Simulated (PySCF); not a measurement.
# Functional dependence of a UV spectrum

Compound: formyl cation, CHO (charge +1).
SMILES: `C#[O+]`

Linear-response calculations in the def2-SVPD basis (PySCF; singlets by full response, triplets Tamm–Dancoff, core orbitals frozen in the response; HF means time-dependent Hartree–Fock). 'Strongest' is the level of largest summed f among the singlets computed (10 roots, of which the last may lack a degenerate partner); it can jump between rows when another state enters that window. S1 is the lowest singlet of each run and needn't be the same state throughout; f(S1) is that of one state. Isolated species at its PBE0-D3(BJ)/def2-SVP geometry, gas phase.

```json
{"functional": "LDA", "kind": "LDA", "S1 (eV)": "9.74", "f(S1)": "0.000", "strongest (eV)": "15.01", "T1 (eV)": "8.16", "HOMO (eV)": "-21.52", "gap (eV)": "9.74", "ionisation energy, ΔSCF (eV)": "27.42"}
{"functional": "PBE", "kind": "GGA", "S1 (eV)": "9.76", "f(S1)": "0.000", "strongest (eV)": "15.13", "T1 (eV)": "7.88", "HOMO (eV)": "-21.31", "gap (eV)": "9.76", "ionisation energy, ΔSCF (eV)": "27.00"}
{"functional": "B3LYP", "kind": "global hybrid, 20% exact exchange", "S1 (eV)": "9.50", "f(S1)": "0.000", "strongest (eV)": "15.52", "T1 (eV)": "7.75", "HOMO (eV)": "-22.65", "gap (eV)": "12.08", "ionisation energy, ΔSCF (eV)": "26.86"}
{"functional": "PBE0", "kind": "global hybrid, 25% exact exchange", "S1 (eV)": "9.53", "f(S1)": "0.000", "strongest (eV)": "15.74", "T1 (eV)": "7.68", "HOMO (eV)": "-22.96", "gap (eV)": "12.76", "ionisation energy, ΔSCF (eV)": "26.75"}
{"functional": "BHandHLYP", "kind": "global hybrid, 50% exact exchange", "S1 (eV)": "9.18", "f(S1)": "0.000", "strongest (eV)": "16.20", "T1 (eV)": "7.53", "HOMO (eV)": "-24.46", "gap (eV)": "15.61", "ionisation energy, ΔSCF (eV)": "26.38"}
{"functional": "CAM-B3LYP", "kind": "range-separated hybrid", "S1 (eV)": "9.43", "f(S1)": "0.000", "strongest (eV)": "15.75", "T1 (eV)": "7.74", "HOMO (eV)": "-24.48", "gap (eV)": "15.56", "ionisation energy, ΔSCF (eV)": "26.85"}
{"functional": "LC-wPBE", "kind": "range-separated hybrid", "S1 (eV)": "9.57", "f(S1)": "0.000", "strongest (eV)": "16.01", "T1 (eV)": "7.75", "HOMO (eV)": "-26.05", "gap (eV)": "18.55", "ionisation energy, ΔSCF (eV)": "26.93"}
{"functional": "HF", "kind": "Hartree–Fock", "S1 (eV)": "8.62", "f(S1)": "0.000", "strongest (eV)": "17.24", "T1 (eV)": "6.93", "HOMO (eV)": "-26.85", "gap (eV)": "21.35", "ionisation energy, ΔSCF (eV)": "not settled"}
```

Task: What does wB97X-D (range-separated hybrid) give?

Result: S1 (eV) 9.54, f(S1) 0.000, strongest (eV) 15.85, T1 (eV) 7.85, HOMO (eV) -24.91, gap (eV) 16.76, ionisation energy, ΔSCF (eV) 26.73. S1 runs from 8.62 eV (HF) to 9.76 eV (PBE), a spread of 1.14 eV, while the orbital gap spreads over 11.6 eV. −ε(HOMO) comes closest to its own ΔSCF ionisation energy with LC-wPBE (-0.88 eV) and misses most with LDA (-5.90 eV). 'Not settled' means that the ion's SCF failed to converge or may have ended in another state than the lowest.
